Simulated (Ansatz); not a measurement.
C2H5 (SMILES [CH2]C) moved off its minimum; all values from Ansatz (a quantum-chemistry and plane-wave program), cores frozen in correlated methods. Open shells are unrestricted.
(charge 0, multiplicity 2)
```xyz
7

C      0.78808    -0.10486    -0.04223
C     -0.66352     0.10844    -0.00820
H      1.45604     0.70596     0.27920
H      1.21144    -1.06178    -0.16290
H     -1.12419    -0.08488     0.97812
H     -0.94804     1.09277    -0.29077
H     -1.15277    -0.59599    -0.65654
```

Forces at HF/def2-TZVPP (eV/Å):

| atom | Fx | Fy | Fz |
|---|---|---|---|
| C1 | 1.028 | 1.561 | 0.531 |
| C2 | -0.940 | -0.953 | 0.693 |
| H3 | -0.424 | -0.691 | -0.265 |
| H4 | 0.246 | -0.721 | -0.082 |
| H5 | 0.443 | 0.192 | -0.244 |
| H6 | -0.117 | 0.699 | -0.242 |
| H7 | -0.236 | -0.087 | -0.391 |

Give the forces (eV/Å), the total energy and the dipole at CCSD(T)/cc-pVTZ.


```
atom      Fx      Fy      Fz
----  ------  ------  ------
C1     0.659   1.535   0.534
C2    -0.469  -0.892   0.593
H3    -0.249  -0.437  -0.199
H4     0.362  -0.979  -0.146
H5     0.266   0.121   0.012
H6    -0.208   0.950  -0.282
H7    -0.362  -0.299  -0.513
```
Energy -79.0002 hartree, dipole 0.30 D.
